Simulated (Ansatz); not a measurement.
```yaml
crystal:
  periodic: [false, false, false]
  atoms:
    - {symbol: F, position_ang: [-1.008988, 1.560098, -0.376659]}
    - {symbol: C, position_ang: [-0.512226, 0.429039, 0.179401]}
    - {symbol: S, position_ang: [-0.924626, 0.406715, 1.933683]}
    - {symbol: O, position_ang: [0.837650, 0.321313, -0.135918]}
    - {symbol: C, position_ang: [0.808294, -0.904887, -0.855366]}
    - {symbol: S, position_ang: [-0.991259, -1.113090, -0.660060]}
    - {symbol: H, position_ang: [-0.641100, 1.706358, 2.137048]}
    - {symbol: H, position_ang: [1.389694, -1.676898, -0.349959]}
    - {symbol: H, position_ang: [1.131160, -0.774949, -1.889370]}
basis:
  gaussian: {orbitals: aug-pcseg-2}
hamiltonian: {xc: {name: PBE1PBE}}
scf: {lower_state_search: full}
```

```sh
$ ansatz run in.yaml --threads 4 --pin off --events-out ev --progress --plain --max-ram 10444MiB
```

It prints (some lines left out):

```
Error: YAML parse error: error: line 15 column 19: hamiltonian.xc: no functional is named "PBE1PBE"; the names, which are not case-sensitive, are SVWN5, SPW92, PBE, PBE0, PBEsol, revPBE, revPBE0, RPBE, rPW86-PBE, HSE06, wPBEh, LC-wPBE, HISS, HF, BLYP, B3LYP, B3LYP5, BHLYP, CAM-B3LYP, r2SCAN, r2SCANh, r2SCAN0, r2SCAN50, m-r2SCAN, B97, wB97, wB97X, wB97X-V, B97M-V, wB97M-V, B2PLYP, B2GP-PLYP, PBE0-DH, PBE-QIDH
13 | basis:
14 |   gaussian: {orbitals: aug-pcseg-2}
15 | hamiltonian: {xc: {name: PBE1PBE}}
16 | scf: {lower_state_search: full}
```

In this input the method's name isn't one that the program takes here. The input was rejected before any iteration.
